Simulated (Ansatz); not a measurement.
# BHS₂ (singlet): from Hartree-Fock to the top rungs, cc-pVDZ

The task here is to estimate one member of a computed series from the others.

Program: Ansatz 0.2.0, Gaussian basis. Level of theory: cc-pVDZ, core rule «outside noble gas», up to 11 orbitals frozen. These are calculated values, not measurements.

The runs, in order: UHF; CCSD(T) on RHF; BCCD(T) on RHF; CISD; CCSDT(Q) on RHF.

12 further runs of the same task are left out: 4 that didn't finish, 8 set aside as unsound or not needed. Runs told in other sessions of the task aren't counted.

### The geometry

The geometry is a PBE0/def2-TZVP stationary point (not a proven minimum).

4 atoms, charge 0, spin multiplicity 1.

Atoms are counted from 1 here; the program's logs count them from 0.

Bond lengths: S1–B2 1.609 Å, B2–S3 1.758 Å, S3–H4 1.346 Å. Angles: S1–B2–S3 177.7°, B2–S3–H4 93.6°.

As a file:

```xyz
4

S     0.0000   -0.2901    2.1210
B     0.0000   -0.2975    0.5119
S     0.0000   -0.3755   -1.2439
H     0.0000    0.9631   -1.3890
```

The first run:

File in.yaml:

```yaml
crystal:
  periodic: [false, false, false]
  atoms:
    - {symbol: S, position_ang: [0.000008, -0.290101, 2.120961]}
    - {symbol: B, position_ang: [-0.000023, -0.297523, 0.511912]}
    - {symbol: S, position_ang: [0.000008, -0.375495, -1.243912]}
    - {symbol: H, position_ang: [0.000007, 0.963119, -1.388961]}
basis:
  gaussian: {orbitals: cc-pVDZ}
magnetization: {spin_polarized: true, initial_magnetization: 0}
hamiltonian: {xc: hf}
output: {orbitals: {seedname: orbitals}}
```

Command:

```console
$ ansatz run in.yaml --threads 1 --pin off --events-out ev --progress --plain --max-ram 2393MiB
```

Steps of the session up to this table: UHF; CCSD(T) on RHF; BCCD(T) on RHF; CISD; CCSDT(Q) on RHF.

One table of the session follows, with a row left open; its other results are not shown here.

```
   method  from RCCSDT(Q) (kJ/mol)
      RHF                  +1006.9
     RMP2                   +121.3
     CISD                   +157.7
    RCCSD                        ?
 RCCSD(T)                     +5.6
  BCCD(T)                     +5.4
   RCCSDT                     +2.9
RCCSDT(Q)                        0
```

Q: Estimate the row for RCCSD from the others.

**Answer.** from RCCSDT(Q) (kJ/mol): +45.2. In the column «from RCCSDT(Q) (kJ/mol)» it lies between RCCSD(T) (+5.6) and RMP2 (+121.3).

With the free atoms at the same levels and basis (separate runs), the atomisation energy is 12.934 eV at RCCSDT(Q), 12.906 eV at RCCSD(T), 9.792 eV at RHF.
